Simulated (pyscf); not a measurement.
# Routes from Cl–B(Cl)–Cl + HF

Candidate steps break at most two bonds and form at most two. Each was searched with GFN2-xTB (tblite) first. Optimised with ωB97X-D3(BJ)/def2-SVP in PySCF. MP2 and CC: frozen core, UHF for open shells. ΔMP2 is the change of the MP2 total energy from the triple- to the quadruple-zeta basis. Energies: CCSD(T)/def2-TZVPP + ΔMP2(QZVPP), kcal/mol, from the separated reactants, singlet surface; ΔG‡ with ideal gas, 1 atm, RRHO with modes under 100 cm⁻¹ raised to 100, one conformer, R ln 2 for chiral ones without a mode under 150 cm⁻¹.

```tsv
products	type	ΔE‡	ΔE	ΔG‡ 298 K	ΔG‡ 900 K	ν‡ (cm⁻¹)
HCl + F–B(Cl)–Cl	four-centre exchange	18.7	-13.5	26.3	46.0	973i
F–Cl + Cl–BH–Cl	four-centre exchange	134.6	+89.8	140.2	157.7	1464i
```

Plain bond fissions and candidates not yet searched are not listed, and one of them may be faster. Each barrier is that of the saddle found; lower ones may exist. One closed-shell reference is unstable to symmetry breaking; treat the single-reference values with care. The CCSD(T) − MP2 part came from Ansatz, without density fitting, on the same reference.
